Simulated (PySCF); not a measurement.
Reaction (SMILES): C=CC → [C-](C)=C + H+
B3LYP-D3(BJ)/def2-TZVP geometries, fixed; electronic energies without zero-point terms.
Largest species:
```
C
C 1 1.3267
H 2 1.0824 1 121.67
H 2 1.0845 3 116.84 1 180.00
H 1 1.0871 2 118.81 3 0.00
C 1 1.4957 5 116.00 2 180.00
H 6 1.0909 1 111.47 5 -180.00
H 6 1.0939 7 108.29 1 -122.37
H 6 1.0939 7 108.29 8 -115.25
```

Effect of the auxiliary basis of density fitting at HF/aug-cc-pVTZ with PySCF, against the last row, where the deprotonation energy is 422.50 kcal/mol. The proton leaves the site shown, which need not be the most acidic. Cost is core time over that of density fitting: autoaux, rough, on shared machines of one kind.

```csv
setting,"fitting functions, largest species",largest shift of a total energy (mEh),shift of the deprotonation energy (kcal/mol),cost
density fitting: autoaux,1131,0.004,0.000,1×
density fitting: def2-universal-jkfit,333,0.049,0.010,0.4×
density fitting: cc-pvtz-jkfit,417,0.034,-0.012,0.5×
density fitting: cc-pvqz-jkfit,624,-0.009,-0.011,0.7×
density fitting: none,-,0.000,0.000,8×
```

Within 0.02 kcal/mol in the deprotonation energy: density fitting: autoaux; density fitting: def2-universal-jkfit; density fitting: cc-pvtz-jkfit; density fitting: cc-pvqz-jkfit. The largest shift is 0.049 mEh in a total energy and 0.012 kcal/mol in the difference.
